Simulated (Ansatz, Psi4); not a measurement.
## Predicting a hybrid from its neighbours: CHCl2F (dichlorofluoromethane)

CHCl2F: 5 atoms, total charge 0, spin state singlet. SMILES: `FC(Cl)Cl`. The coordinates come from a PBE0-D4/def2-TZVP relaxation.

The HOMO–LUMO gap y, in eV, basis def2-SVPD; a is the functional's share of exact exchange. Programs: Ansatz 0.2.0, Psi4 1.11.

| functional | program | a | y (eV) |
| --- | --- | --- | --- |
| TPSS | Psi4 | 0 | 6.55 |
| revPBE | Ansatz | 0 | 6.29 |
| TPSSh | Psi4 | 0.1 | 7.52 |
| B3LYP | Ansatz | 0.2 | 8.19 |
| PBE0 | Ansatz | 0.25 | 8.76 |
| r2SCAN0 | Ansatz | 0.25 | ? |
| BHLYP | Ansatz | 0.5 | 11.04 |

Problem. Fit y = c + s·a to the known rows and predict r2SCAN0.

Solution. 
1. Means of the 6 rows: a = 0.1750, y = 8.058.
2. Σ(Δa)² = 0.17875, Σ(Δa·Δy) = 1.6387, so the slope is 1.6387/0.17875 = 9.1676.
3. Intercept: 8.058 − (9.1676) × 0.1750 = 6.454. The largest residual of the fit is 0.16.
4. r2SCAN0: 6.454 + (9.1676) × 0.25 = 8.75 eV.

The run gave 9.17 eV, so the prediction is off by -0.42 eV, more than the largest residual. Exact exchange lowers occupied levels and raises empty ones. The rows mix families of semi-local functionals, which the line can't see.
